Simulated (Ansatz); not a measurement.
`CNCC=C=N` at its PBE0-D4/def2-TZVP geometry, where that method's forces vanish. The species carries charge 0 and has multiplicity 1.

```xyz
14

C     0.2028    1.2805   -1.1780
N     1.2506    0.8749   -0.2682
C     0.7808    0.1323    0.8838
C     0.1175   -1.1969    0.5927
C    -1.1705   -1.3899    0.6933
N    -2.3543   -1.5817    0.9201
H     0.6417    1.8086   -2.0265
H    -0.4681    1.9777   -0.6674
H    -0.4083    0.4503   -1.5642
H     1.9541    0.3396   -0.7614
H     0.0821    0.7683    1.4344
H     1.6360   -0.0400    1.5437
H     0.7260   -2.0279    0.2508
H    -2.9904   -1.3958    0.1470
```

(1) What forces (eV/Å) does PBE-D4/def2-TZVPP give on these atoms in Ansatz 0.2.0? (An estimate is asked.)

## Answers

(1) Computed: 
```
C1  -0.056  0.046 -0.089
N2   0.129  0.277  0.112
C3   0.035 -0.040  0.089
C4   0.272 -0.024  0.027
C5   0.342  0.031 -0.168
N6  -0.700 -0.194  0.390
H7   0.079  0.108 -0.179
H8  -0.146  0.144  0.099
H9  -0.157 -0.171 -0.097
H10  0.261 -0.178 -0.170
H11 -0.144  0.134  0.120
H12  0.187 -0.030  0.147
H13  0.169 -0.160 -0.060
H14 -0.271  0.057 -0.221
```
